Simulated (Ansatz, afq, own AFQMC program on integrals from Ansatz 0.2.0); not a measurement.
Two steps: Ansatz 0.2.0 writes the Fock matrix and Cholesky factors of the valence space, and afq projects on them the lowest state that overlaps trial and start.

```yaml
crystal:
  periodic: [false, false, false]
  atoms:
    - {symbol: B, position_ang: [0.000000, -0.656173, 1.474455]}
    - {symbol: S, position_ang: [0.000000, 0.442469, 0.000000]}
    - {symbol: B, position_ang: [0.000000, -0.656173, -1.474455]}
basis:
  gaussian: {orbitals: cc-pVDZ}
magnetization: {spin_polarized: false}
correlation: {method: ccsd_t, electrons: outside_noble_gas, hamiltonian_folder: ham}
```

```sh
$ ansatz run in.yaml --threads 1 --pin off --events-out ev --progress --plain --max-ram 1843MiB
```

Options of the walk:

```
--method phaseless --trial cisd --walkers 60 --populations 1 --least-time 40 --time-step 0.005 --steps-per-block 50 --equilibration-blocks 28 --max-blocks 300 --target-error 0.00042 --factor-cut 1e-05 --seed 5717 --release-times 0.24,0.51,0.99,1.62,2.4 --release-step 0.03 --release-every 4 --taylor-order 6
```

Times are imaginary, in 1/Eh. The walk had a cap of 638 s.

afq prints:

```
orbitals 39  electrons 6 6  factors 302 of 460
reference energy -446.73810686 Eh
CCSD correlation -0.29306764 Eh in 13 cycles, weight of the determinant in the CISD state 0.7983
energy of the start -447.031175 Eh
 block  time / (1/Eh)  mean weight  energy / Eh
     1     0.250  0.9989  -447.024439
     2     0.500  0.9989  -447.024446
     3     0.750  0.9984  -447.029097
     4     1.000  0.9976  -447.031386
     5     1.250  1.0008  -447.039224
     9     2.250  0.9993  -447.034357
    33     8.250  1.0025  -447.053807
    65    16.250  1.0013  -447.047493
    97    24.250  1.0013  -447.040512
   129    32.250  0.9980  -447.043698
   161    40.250  1.0015  -447.037388
   193    48.250  0.9977  -447.050951
   225    56.250  0.9985  -447.044723
   233    58.250  0.9990  -447.065753
   257    64.250  1.0016  -447.058782
   289    72.250  1.0012  -447.042064
   297    74.250  1.0003  -447.027774
   321    80.250  0.9997  -447.055665
blocks merged  error / Eh  count
     1  0.000497  300
     2  0.000613  150
     4  0.000711  75
     8  0.000863  37
    16  0.000928  18
    32  0.000944  9
released: time / (1/Eh)  energy / Eh  error  mean overlap
  0.24  -447.047370  0.001212  0.9943
  0.51  -447.047646  0.000960  1.0104
  0.99  -447.046856  0.000839  1.0194
  1.62  -447.048630  0.000894  0.9984
  2.40  -447.046183  0.001288  1.0419
energy -447.047530 +/- 0.000928 Eh
(rows thinned)
```

The run passed its tests (sampling time, drift between the halves within three errors, error under three times the target), which doesn't prove that it has relaxed.

Against this walk (error 25.2 meV) on the same determinant: CCSD(T) 78.4 meV higher, CCSDT(Q) 0.5 meV higher (within the noise). The error is statistical and leaves out the bias of the constraint. Released to 2.40 1/Eh the energy moves by 37 ± 43 meV (both errors), within twice the noise.

Cautions: constraint bias not in the error; error above the target (25.2 against 11.4 meV); higher spins were not checked; restricted determinant unstable towards unrestricted (UHF 254 meV lower, ⟨S²⟩ 0.81); raised T1 diagnostic (T1 0.027, weight of the determinant 0.80, largest double 0.07); the bias of populations of 60 walkers isn't removed.

The walk took 4 min on 1 thread of Arm Neoverse V1 (shared host). The log's last line is the phaseless energy.

CCSDT and higher add their correlation energy to the determinant of the CCSD(T) run, since their own runs factorise the integrals more tightly (a shift of under 2 meV). A walk keeps the symmetry of its determinant, which the program's search chose and which needn't be the lowest solution, so a lower state of the same spin and another symmetry isn't excluded.
